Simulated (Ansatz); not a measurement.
A calculation on zinc-blende CdTe returned lattice constant a 6.517 Å, formation enthalpy -0.355 eV/atom.

For reference: lattice constant a 6.48 Å (measured, room temperature, no zero-point or thermal correction; as tabulated in Lucero et al. (2012), arXiv:1111.4515); formation enthalpy -0.520 eV/atom (measured, 298 K, not corrected to a static lattice, sources range from -0.522 to -0.479; as tabulated in Brebrick, High temperature thermodynamic data for CdTe(c), J. Phase Equilib. …).

### Question
Which level of theory produced these numbers?
A) PBE-D3(BJ) (Ansatz (a quantum-chemistry and plane-wave program))
B) r²SCAN-D4 (Ansatz)
C) PBE (Ansatz)
D) r²SCAN (Ansatz)

### Answer
A, PBE-D3(BJ) (Ansatz)

The others give: r²SCAN-D4 6.529 Å, -0.546 eV/atom; PBE 6.618 Å, -0.464 eV/atom; r²SCAN 6.558 Å, -0.569 eV/atom.

Unless a cell is named, each level is at its own relaxed cell (PBE 36.23, PBE-D3(BJ) 34.60, r²SCAN 35.25, r²SCAN-D4 34.80 Å³/atom).

Ansatz's density-functional and Hartree–Fock values are scalar-relativistic unless marked +SOC, with PAW data made under PBE.
